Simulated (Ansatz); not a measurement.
A made-up structure of HS2O, doublet:

| atom | x (Å) | y (Å) | z (Å) |
| --- | --- | --- | --- |
| O1 | -1.3005 | -0.3134 | 1.1104 |
| S2 | -0.7108 | 0.7837 | 0.3148 |
| S3 | 1.2071 | 0.2739 | -0.3208 |
| H4 | -1.5327 | -0.6154 | 2.0025 |

It is relaxed with PBE-D4/def2-SVP and then PBE0-D4/def2-TZVP (Ansatz 0.2.0). Atoms count as bonded within 1.22 times the sum of their covalent radii (H–H: 0.88 Å). The end point is not checked to be a true minimum.

Problem. Does its bonding change? (Judge from chemistry; the calculation decides.)

Solution. Computed: No: no bond forms or breaks.

Where it ends: The first stage lowers the energy by 1.28 eV in 8 steps. It ends as HS₂O ([OH][S][S]):
```json
{"atom": "O1", "x (Å)": "-1.6056", "y (Å)": "-0.0831", "z (Å)": "1.2519"}
{"atom": "S2", "x (Å)": "-0.7728", "y (Å)": "0.7621", "z (Å)": "0.1147"}
{"atom": "S3", "x (Å)": "1.0360", "y (Å)": "0.1605", "z (Å)": "0.0747"}
{"atom": "H4", "x (Å)": "-0.9945", "y (Å)": "-0.7106", "z (Å)": "1.6656"}
```

Labels in which every atom is bracketed show which atoms are joined, not bond orders.

For scale, one of the runs: PBE0-D4/def2-TZVP relaxation, 111 basis functions, launched by `ansatz run in.yaml --threads 2 --pin off --events-out ev --progress --plain --max-ram 4352MiB`. The run took about 14 s on 2 CPU threads of an Arm Neoverse V2 (shared host).
